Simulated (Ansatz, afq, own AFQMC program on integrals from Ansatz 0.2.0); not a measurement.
## Where AFQMC and coupled cluster stand for AlC, doublet

```xyz
2

Al    0.0000    0.0000    0.0000
C     0.0000    0.0000    3.1140
```

Basis 6-31G. Noble-gas cores (and the filled d shells of Ga–Kr and In–Xe) are frozen. Ansatz 0.2.0 and our own AFQMC program on the same integrals; the CISD trial comes from CCSD amplitudes, and released means the phaseless constraint is let go. Error bars are statistical, one sigma.

Determinant: ROHF, the one that the program's search chose, which needn't be the lowest solution. The geometry is a point of a scan.

Full CI is exact in this basis; its frozen core comes from its own orbitals, which moves totals by up to a few meV.

Cautions: a spin-contaminated unrestricted determinant lies lower (UHF 1.32 eV lower, ⟨S²⟩ 1.78); strong correlation (T1 0.058, weight of the determinant 0.78, largest double 0.29); the released energies are still falling, so no released level is given (meV from the phaseless value at times in 1/Eh: -5 ± 3 at 0.24, -17 ± 3 at 0.51, -32 ± 6 at 0.99, -34 ± 4 at 1.62, -37 ± 5 at 2.40); CCSDTQ on the UHF determinant differs (213 meV higher), so the two series follow different states; full CI with its own frozen core; a state of higher spin lies lower (by 627 meV).

- T1 diagnostic: 0.0584
- weight of the determinant in the CISD state: 0.782
- size of the correlated space: 7 electrons in 16 orbitals

Reference: full CI, correlation energy -3.460 eV. CCSDTQ lies 1.0 meV above full CI, in part by the other frozen core, which shifts every row alike, so rows that close can't be ranked against it.

| level | E − E(reference) (kJ/mol) | share of correlation (%) |
| --- | --- | --- |
| HF | 333.8 | 0.00 |
| MP2 | 126.2 | 62.20 |
| CCSD | 13.3 | 96.00 |
| CCSD(T) | 4.5 | 98.66 |
| CCSDT | 1.7 | 99.48 |
| CCSDT(Q) | 0.5 | 99.86 |
| CCSDTQ | 0.1 | 99.97 |
| ph-AFQMC/CISD | 6.8 ± 0.3 | 97.95 |

CCSDT and higher add their correlation energy to the determinant of the CCSD(T) run, since their own runs factorise the integrals more tightly (a shift of under 2 meV). A walk keeps the symmetry of its determinant, which the program's search chose and which needn't be the lowest solution, so a lower state of the same spin and another symmetry isn't excluded.
